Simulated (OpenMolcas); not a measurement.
## BOF (fluoro(oxo)borane): the energy, rung by rung

BOF has 3 atoms, charge 0, and is taken as a singlet. As SMILES, `O=BF`. The coordinates come from a PBE0-D4/def2-TZVP relaxation.

```xyz
3

O     0.9831   -0.5651    0.4799
B     0.0203   -0.0116    0.0099
F    -1.0034    0.5768   -0.4898
```

Each level gives the energy change with the B2–F3 bond stretched from 1.282 to 2.564 Å (eV). The values are calculated.

```tsv
level	kind	program	value (eV)	less FCI/STO-3G	CPU time (all runs)
HF/STO-3G (restricted)	Hartree–Fock	OpenMolcas	9.80	+4.68	3.1 s
r2SCAN/STO-3G (restricted)	meta-GGA	OpenMolcas	7.63	+2.51	10 s
B3LYP/STO-3G (restricted)	global hybrid	OpenMolcas	7.70	+2.58	7.8 s
M06-2X/STO-3G (restricted)	hybrid meta-GGA	OpenMolcas	8.45	+3.33	8.6 s
B2PLYP/STO-3G (restricted)	double hybrid	OpenMolcas	7.44	+2.32	7.3 s
MP2/STO-3G (restricted)	perturbation theory	OpenMolcas	7.09	+1.97	3.4 s
ACPF/STO-3G (restricted)	coupled cluster or CI	OpenMolcas	1.60	-3.52	3.6 s
CISD/STO-3G (restricted)	coupled cluster or CI	OpenMolcas	6.10	+0.98	3.6 s
FCI/STO-3G	exact in the basis	OpenMolcas	5.12	0.00	64 s
```

FCI/STO-3G is exact within its basis and frozen core, so for wave-function methods in that basis the difference is their error; functionals converge differently with the basis, so for them it is only a difference. Spin-restricted single references rise too steeply as a bond breaks, Hartree–Fock most of all. Perturbation and coupled-cluster corrections on them can overshoot downwards. The first shape isn't each level's own minimum. The values span 1.60 to 9.80 eV. All rows use very small basis sets, so even the best lies far from the true value. CPU times are rough (shared hosts, several kinds of processor): they show what a rung costs within a factor of a few.
